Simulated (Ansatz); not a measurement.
Cost against result

The pair of OH⁻ (SMILES [OH-], atoms 1–2) and Si₂H₆ (SMILES [SiH3][SiH3], atoms 3–10), both closed shells, in one local arrangement (a lower one may exist), relaxed at PBE0-D4/def2-TZVPD:

O1  (0.623, 0.337, -2.542)
H2  (1.117, -0.422, -2.859)
Si3  (0.197, 0.139, -0.847)
Si4  (-0.486, -0.044, 1.612)
H5  (1.614, 0.005, -0.336)
H6  (-0.551, -1.164, -1.022)
H7  (-0.510, 1.466, -0.863)
H8  (0.006, 1.030, 2.572)
H9  (-0.037, -1.301, 2.345)
H10  (-1.972, -0.046, 1.940)
(Å)

Interaction energies are counterpoise-corrected; the time is that of the whole pair.

Ansatz 0.2.0; basis: as named in each row; cores frozen in the correlated methods. B3LYP uses VWN-RPA correlation. Extrapolation: Hartree–Fock as exp(−7.88 √X), correlation as X^−2.97.

Times are rough, for one single point on 4 threads of a shared host (Intel Xeon 6975P-C).

The estimate by CCSD(T) at an estimated basis limit (MP2 extrapolated from triple and quadruple zeta, plus CCSD(T) − MP2 in triple zeta) is -3.672 eV.

```
   method        basis  time (s)  interaction energy (eV)  method less estimate
       HF       STO-3G   under 1                   -2.882                 0.789
   PBE-D4       STO-3G   under 1                   -2.415                 1.256
    SPW92     def2-SVP   under 1                   -4.076                -0.404
 B3LYP-D4        6-31G   under 1                   -2.922                 0.750
   PBE-D4     def2-SVP   under 1                   -3.774                -0.102
  PBE0-D4     def2-SVP   under 1                   -4.033                -0.361
  CCSD(T)     def2-SVP   under 1                   -3.679                -0.007
revPBE-D4  def2-TZVPPD         1                   -3.404                 0.268
  BLYP-D4  def2-TZVPPD         1                   -3.283                 0.388
  wB97M-V     def2-SVP         1                   -4.032                -0.360
   PBE-D4  def2-TZVPPD         1                   -3.426                 0.245
  PBE0-D4  def2-TZVPPD         1                   -3.704                -0.032
 B3LYP-D4  def2-TZVPPD         2                   -3.544                 0.128
r2SCAN-D4  def2-TZVPPD         2                   -3.633                 0.039
 HSE06-D4  def2-TZVPPD         2                   -3.703                -0.031
   B2PLYP  def2-TZVPPD         3                   -3.468                 0.203
   B97M-V  def2-TZVPPD         4                   -3.751                -0.079
  wB97M-V  def2-TZVPPD         4                   -3.713                -0.042
  wB97X-V  def2-TZVPPD         5                   -3.675                -0.004
      MP2  def2-QZVPPD        11                   -3.598                 0.074
  CCSD(T)  def2-TZVPPD        27                   -3.532                 0.140
```

The T1 diagnostic stays at or below 0.026.
